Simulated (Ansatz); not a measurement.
# CH3O2S: the cost of one run

Computed with Ansatz 0.2.0 (the levels named in each step, unless a step's input says otherwise).

## 1. The structure to begin with

Bond lengths: C1–S2 1.896 Å, S2–O3 1.453 Å, S2–O4 1.453 Å, C1–H5 1.081 Å, C1–H6 1.084 Å, C1–H7 1.082 Å. Angles: C1–S2–O3 105.3°, C1–S2–O4 105.3°, O3–S2–O4 117.0°, S2–C1–H5 107.3°, S2–C1–H6 106.5°, S2–C1–H7 107.3°, H5–C1–H6 111.5°, H5–C1–H7 112.3°, H6–C1–H7 111.6°.

Structure file:

```xyz
7

C    -1.6750   -0.1101    0.2673
S     0.1256   -0.0116   -0.3190
O     0.7831   -1.1674    0.2664
O     0.5956    1.2968    0.1021
H    -2.0673   -1.0641   -0.0571
H    -1.6514   -0.0369    1.3481
H    -2.2033    0.7236   -0.1763
```

## 2. A rough first relaxation, PBE-D4/def2-SVP

File input.yaml:

```yaml
crystal:
  periodic: [false, false, false]
  atoms:
    - { symbol: C, position_ang: [-1.67502, -0.11007, 0.26729] }
    - { symbol: S, position_ang: [0.12564, -0.0116, -0.31904] }
    - { symbol: O, position_ang: [0.78313, -1.16735, 0.2664] }
    - { symbol: O, position_ang: [0.5956, 1.29684, 0.10213] }
    - { symbol: H, position_ang: [-2.06729, -1.06414, -0.05711] }
    - { symbol: H, position_ang: [-1.65144, -0.03692, 1.3481] }
    - { symbol: H, position_ang: [-2.20334, 0.72358, -0.17628] }
magnetization:
  spin_polarized: true
  initial_magnetization: 1
basis:
  gaussian: { orbitals: def2-SVP }
hamiltonian:
  xc: pbe
  dispersion: d4
relax:
  f_tol: 0.03
  max_steps: 200
```

Started as:

```console
$ ansatz run input.yaml --threads 2 --pin off --max-ram 5120MiB --backend cpu --events-out ev --progress --plain --runs-dir out
```

**Question.** How long does this run take on 2 threads of Intel Xeon 6975P-C (Granite Rapids), shared host, and how much memory does it need?

About 5.3 s, with a peak of 0.17 GiB.
